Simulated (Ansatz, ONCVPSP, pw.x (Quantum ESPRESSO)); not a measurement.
**technetium (Tc): does the ONCV potential hold in the solid?**

ONCVPSP 4.0.1.1 (patched build) input, shortened (lines: element, Z, core and valence counts, functional; n l f; lmax; l rc ep ncon nbas qcut; lloc lpopt rc5 dvloc0; l nproj debl; icmod fcfact rcfact), PBEsol, scalar-relativistic:

```
  Tc 43.00    6    4  -116133      upf
    1    0    2.00
    2    0    2.00
    2    1    6.00
    3    0    2.00
    3    1    6.00
    3    2   10.00
    4    0    2.00
    4    1    6.00
    4    2    5.00
    5    0    2.00
    2
    0    2.00    0.00    5    9    5.90
    1    1.65    0.00    5    9    8.10
    2    1.75    0.00    3    8   10.50
    4    5    1.40    3.00
    0    3    2.30
    1    1    2.00
    2    3    0.60
    0    0.00    0.00
```

Atomic tests: cutoffs needed: 24 Ha and 29 Ha (the cutoffs (Ha) at which the residual kinetic energy of the hardest occupied pseudo-wave falls to 1 and 0.1 mHa per electron); ghost test: no bound ghost flagged; GHOST(+) flagged for s at 221.2 eV; largest excitation error: +100 meV (all-electron minus pseudo) for 4s2 4p6 4d5 5s1 5p1, out of 4 test configurations.

Crystal test: diamond Tc in pw.x 7.5, no spin, 8³ k-points, Fermi–Dirac smearing 0.01 Ry, cutoffs 70/280 Ry. The reference is all-electron LAPW (Ansatz 0.2.0) with the same functional, mesh and smearing; V0 and B0 come from Birch–Murnaghan fits to the pressures at five volumes. Errors are pseudo minus all-electron; Δ is the rms difference of the E(V) curves that follow from these fits, minima aligned, over ±6 % about the mean V0. Mesh and smearing are coarse, so the numbers serve the comparison and aren't converged zero-temperature values; the lattice is a test structure that the element need not adopt.

```tsv
V (Å³/atom)	P all-electron (GPa)	P pseudo (GPa)
19.515	9.54	8.53
20.028	4.51	3.46
20.542	0.10	-0.98
21.056	-3.77	-4.86
21.569	-7.15	-8.25
```

All-electron: a0 = 5.478 Å (V0 = 20.55 Å³/atom), B0 = 164.5 GPa.

Pseudopotential: mean pressure error (GPa): -1.06; a0 (Å): 5.467; a0 error (%): -0.21; B0 error (%): +3.3; Δ (meV/atom): 4.7.

Q: At the middle volume, how do free energy and pressure move when the wave cutoff is lowered (ecutrho kept at four times it)?

A:

```json
{"cutoff (Ry)": "32", "shift of F (meV/atom)": "+2278.1", "shift of P (GPa)": "-48.47"}
{"cutoff (Ry)": "42", "shift of F (meV/atom)": "+557.1", "shift of P (GPa)": "-18.39"}
{"cutoff (Ry)": "56", "shift of F (meV/atom)": "+40.7", "shift of P (GPa)": "-2.63"}
```

The run at the middle volume (29 k-points, 9 iterations) took about 18 s on one core of a shared host (Intel(R) Xeon(R) 6975P-C, 192 threads, 756 GiB, load 106).
